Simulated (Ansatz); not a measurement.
Compare A (`C/N=N\C`) with its isomer B (`CNC=N`).

Calculated with Ansatz (gas phase, PBE0-D4/def2-TZVP geometries, no zero-point term in ΔE). CCSD(T)/CBS is the MP2 limit (def2-TZVPP, def2-QZVPP) plus CCSD(T) − MP2 in def2-TZVPP, frozen cores. This one scheme is used for every species. Functionals use def2-TZVPP. B3LYP here is the variant with VWN-RPA as its local correlation; programs differ in this. Each species was taken in one conformer, which may not be the lowest.

(1) Which isomer does CCSD(T)/CBS put lower? Give the gap. (An estimate is asked.)

(2) Give E(B) − E(A) in kJ/mol with B2PLYP, CCSD(T)/def2-SVP, PBE-D4, CCSD/def2-TZVPP, B3LYP, ωB97M-V, LDA (SPW92). (Estimate.)

(3) Does the order hold for the free energy at 298.15 K (harmonic terms from PBE0-D4)? (Estimate.)

Largest T1 diagnostic: 0.013.

Results:

(1) Ansatz gave: B, by 143.0 kJ/mol.

(2) Computed: B2PLYP -149.2, CCSD(T)/def2-SVP -136.9, PBE-D4 -142.7, CCSD/def2-TZVPP -143.2, B3LYP -149.2, ωB97M-V -148.1, LDA (SPW92) -158.3. None reverses the order clearly.

(3) The calculation gave: Yes: G(B) − G(A) = -137.7 kJ/mol, for one conformer each.

At CCSD(T), def2-SVP lies +6.1 kJ/mol from the extrapolated value and def2-TZVPP +3.8 kJ/mol. Leaving LDA and LC-ωPBE aside and taking each functional with its dispersion term where it has one, the values, not all of them listed here, spread over 20.5 kJ/mol, from BHLYP-D4 to revPBE-D4. LDA lies −15.7 kJ/mol from PBE without D4.
